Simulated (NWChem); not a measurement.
## Spin states of Li

```xyz
1

Li     0.0000     0.0000     0.0000
```
Charge 0, spin multiplicity 2.

All runs are NWChem calculations.

Basis set: def2-TZVP. The gap is E(quartet) − E(doublet), so a negative value puts the higher spin lower. Open shells are unrestricted, coupled cluster uses restricted open-shell references. The quartet is the single determinant that the SCF runs reached, with unpaired electrons in orbitals of symmetry ag and ag and b1u (D2h labels); it need not be the lowest quartet, which in molecules with degenerate π orbitals can need several determinants. Where the lowest doublet needs several determinants, the single determinant used here isn't a pure state and places it wrongly.

The correlated methods freeze no orbitals. B3LYP has NWChem's definition, with VWN1-RPA local correlation. The stability of the SCF solutions was not checked. Open-shell Hartree-Fock references start from PBE0 orbitals. Coupled-cluster values serve here as a point of comparison, not as the truth.

Problem. Order these methods by the vertical doublet-quartet gap they give, lowest first: BHandHLYP, PBE0, PBE, B3LYP, CCSD(T).

Solution. PBE (1326.1 kcal/mol), PBE0 (1328.3 kcal/mol), CCSD(T) (1336.8 kcal/mol), B3LYP (1345.6 kcal/mol), BHandHLYP (1347.7 kcal/mol)
